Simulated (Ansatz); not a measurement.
# H6OSSi: the cost of one run

The runs use Ansatz 0.2.0, Gaussian basis; BLYP-D4/STO-3G.

2 further runs of the same task are left out: 2 that didn't finish.

## (1) Where the work starts

The start, a first-order saddle point found at PBE0-D4 in triple zeta: 9 atoms, charge 0, spin multiplicity 1.

Atoms are counted from 1 here; the program's logs count them from 0.

Bond lengths: Si1–H3 1.512 Å, Si1–H4 1.479 Å, Si1–H5 1.482 Å, Si1–O7 1.849 Å, S2–H8 1.344 Å, H6–O7 1.053 Å, O7–H9 0.967 Å. Angles: H3–Si1–H4 102.1°, H3–Si1–H5 101.4°, H3–Si1–O7 87.1°, H4–Si1–H5 119.2°, H4–Si1–O7 118.2°, H5–Si1–O7 118.3°, Si1–O7–H6 96.4°, Si1–O7–H9 119.4°, H6–O7–H9 119.9°.

Coordinates:

```csv
atom,x (Å),y (Å),z (Å)
Si1,0.15111,0.84992,-0.11904
S2,1.23877,-1.17201,0.90267
H3,-0.78244,1.69790,-0.95285
H4,0.00714,1.45668,1.22210
H5,1.42795,1.01376,-0.85303
H6,-0.26352,-1.33723,-0.21481
O7,-0.92702,-0.59018,-0.54729
H8,0.46130,-1.27119,1.99402
H9,-1.31318,-0.64767,-1.43177
```

## (2) Dynamics

Contents of md/in.yaml:

```yaml
crystal:
  periodic: [false, false, false]
  atoms:
    - {symbol: Si, position_ang: [0.151115, 0.849922, -0.119045]}
    - {symbol: S, position_ang: [1.238769, -1.172006, 0.902674]}
    - {symbol: H, position_ang: [-0.782445, 1.697903, -0.952852]}
    - {symbol: H, position_ang: [0.007138, 1.456683, 1.222099]}
    - {symbol: H, position_ang: [1.427949, 1.013757, -0.853032]}
    - {symbol: H, position_ang: [-0.263523, -1.337225, -0.214810]}
    - {symbol: O, position_ang: [-0.927023, -0.590177, -0.547285]}
    - {symbol: H, position_ang: [0.461304, -1.271187, 1.994020]}
    - {symbol: H, position_ang: [-1.313184, -0.647671, -1.431768]}
basis:
  gaussian: {orbitals: STO-3G}
hamiltonian: {xc: {name: BLYP}, dispersion: d4}
md: {n_steps: 30, timestep: 0.5, temperature: 300, ensemble: nve, seed: 447, initial_velocities: maxwell_boltzmann}
```

Command:

```
$ ansatz run in.yaml --threads 2 --pin off --events-out ev --progress --plain --max-ram 4352MiB
```

**Question.** How long does this run take on 2 threads of Arm Neoverse V2, shared host?

About 19 s.
